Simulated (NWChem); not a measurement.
Species: C$_{3}$H$_{7}$, doublet; SMILES C[CH]C

All runs: NWChem. Spin-unrestricted. In the optimisation the excess spin sits in a' (Cs, its own frame). The geometry was optimised at B3LYP/6-31G* (spherical d), spin-unrestricted. No stability test was run on the SCF state. Level: M06-2X/def2-SVP with COSMO at NWChem's default radii, gas-phase geometry; the question gives the dielectric constant. Reactions with the solvent are ignored.

Question: Estimate the computed values for dielectric constant 11.7. Quantities: electrostatic solvation energy (kcal/mol); dipole in solution (D).

Answer: 
| Property | Result |
|---|---|
| electrostatic solvation energy (kcal/mol) | -0.6 |
| dipole in solution (D) | 0.32 |
